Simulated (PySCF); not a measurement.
# C2H5B (SMILES BC=C) at 6 levels

We compute a comparison of 6 runs (HF/3-21G, HF/6-31G, HF/6-31G*, HF/6-31G**, HF/6-311G**, HF/6-311G(2df,2pd)) of C2H5B. Input form: a Python script.

The calculation is run with PySCF 2.14.0.

## Step 1: The structure to begin with

C2H5B has 8 atoms, charge 0, and is taken as a singlet. As SMILES, `BC=C`. The coordinates come from a PBE0-D4/def2-TZVP relaxation.

Bond lengths: B1–C2 1.534 Å, C2–C3 1.339 Å, B1–H4 1.199 Å, B1–H5 1.197 Å, C2–H6 1.089 Å, C3–H7 1.086 Å, C3–H8 1.087 Å. Angles: B1–C2–C3 120.5°, B1–C2–H6 121.7°, C3–C2–H6 117.7°, C2–B1–H4 118.7°, C2–B1–H5 122.0°, C2–C3–H7 120.6°, C2–C3–H8 123.0°, H4–B1–H5 119.3°, H7–C3–H8 116.4°.

## Step 2: A single-point energy at HF/3-21G (run 1)

File job.py:

```python
from pyscf import gto

system = gto.Mole()
system.atom = [
    ('B', (-0.619200, 0.876300, -0.693900)),
    ('C', (0.322000, 0.273500, 0.357500)),
    ('C', (0.459500, -1.054300, 0.465500)),
    ('H', (-1.226400, 0.135900, -1.414800)),
    ('H', (-0.762800, 2.058300, -0.813400)),
    ('H', (0.897400, 0.899500, 1.037300)),
    ('H', (-0.092700, -1.722500, -0.189400)),
    ('H', (1.114300, -1.523800, 1.195500)),
]
system.charge = 0
system.max_memory = 1860
system.verbose = 3
system.basis = '3-21g'
system.build()

hf = system.RHF()
hf.conv_tol = 1e-10
hf.kernel()
if not hf.converged:
    hf = hf.newton().run(hf.mo_coeff, hf.mo_occ)

etot = hf.e_tot
print('E(%s) = %.9f' % ('HF', etot))
```

Launch:

```
$ OMP_NUM_THREADS=1 python job.py
```

Standard output:

```text
converged SCF energy = -102.713980638166
E(HF) = -102.713980638
```

It took 0.83 s on 1 thread of Arm Neoverse V1, shared host; peak memory 0.12 GiB.

## Step 3: A single-point energy at HF/6-31G (run 2)

File calc.py:

```python
from pyscf import gto, scf

mol = gto.Mole()
mol.atom = '''
B     -1.170118     1.655967    -1.311281
C      0.608492     0.516840     0.675577
C      0.868329    -1.992338     0.879668
H     -2.317560     0.256814    -2.673585
H     -1.441483     3.889623    -1.537103
H      1.695840     1.699809     1.960213
H     -0.175178    -3.255053    -0.357914
H      2.105722    -2.879565     2.259168
'''
mol.unit = 'bohr'
mol.max_memory = 1860
mol.charge = 0
mol.verbose = 4
mol.basis = '6-31g'
mol.build()

mf = scf.RHF(mol)
mf.conv_tol = 1e-10
mf.kernel()
if not mf.converged:
    mf = mf.newton().run(mf.mo_coeff, mf.mo_occ)

energy = mf.e_tot
print('Final energy', energy)
```

Launch:

```
$ OMP_NUM_THREADS=1 python calc.py
```

Standard output:

```text
PySCF version 2.14.0

[... 62 lines left out ...]
converged SCF energy = -103.251094206917
Final energy -103.25109420691696
```

It took 0.74 s on 1 thread of Arm Neoverse V1, shared host; peak memory 0.1 GiB.

Runs 3 to 5 aren't shown in full; the table further down has their settings and results.

## Step 4: The energy at HF/6-311G(2df,2pd) (run 6)

File geometry.xyz:

```xyz
8
C2H5B
B     -0.619200     0.876300    -0.693900
C      0.322000     0.273500     0.357500
C      0.459500    -1.054300     0.465500
H     -1.226400     0.135900    -1.414800
H     -0.762800     2.058300    -0.813400
H      0.897400     0.899500     1.037300
H     -0.092700    -1.722500    -0.189400
H      1.114300    -1.523800     1.195500
```

File calc.py:

```python
from pyscf import gto

mol = gto.M(
    atom='geometry.xyz',
    basis='6-311g(2df,2pd)',
    max_memory=1860,
    verbose=4,
)

mf = mol.RHF()
mf.conv_tol = 1e-10
mf.kernel()
if not mf.converged:
    mf = mf.newton().run(mf.mo_coeff, mf.mo_occ)

e_tot = mf.e_tot
print('E = %.10f Eh' % e_tot)
```

Launch:

```
$ OMP_NUM_THREADS=1 python calc.py
```

Standard output:

```text
PySCF version 2.14.0

[... 64 lines left out ...]
converged SCF energy = -103.323929768407
E = -103.3239297684 Eh
```

It took 8.7 s on 1 thread of Arm Neoverse V1, shared host; peak memory 0.74 GiB.

## Step 5: Overview of the runs

```csv
run,level,energy (Eh),dipole moment (D),HOMO energy (eV),LUMO energy (eV),wall time
1,HF/3-21G,-102.713981,1.34,-10.67,1.98,0.83 s
2,HF/6-31G,-103.251094,1.25,-10.54,2.08,0.74 s
3,HF/6-31G* (spherical functions),-103.288412,1.25,-10.50,2.18,0.85 s
4,HF/6-31G** (spherical functions),-103.296098,1.24,-10.49,2.17,1.2 s
5,HF/6-311G**,-103.315521,1.25,-10.61,1.81,1.5 s
6,"HF/6-311G(2df,2pd)",-103.323930,1.26,-10.62,1.83,8.7 s
```

## Step 6: Summary of results

| quantity | value |
| --- | --- |
| run 6: total energy | -103.32393 Eh |
| run 6: dipole moment | 1.26 D |
| run 6: HOMO energy | -10.62 eV |
| run 6: LUMO energy | 1.83 eV |
| run 6: HOMO–LUMO gap | 12.45 eV |

The dipole moment (its size) runs from 1.24 D (HF/6-31G**) to 1.34 D (HF/3-21G). The HOMO–LUMO gap runs from 12.42 eV (HF/6-311G**) to 12.67 eV (HF/6-31G*). All runs together took 14 s, the longest 8.7 s.
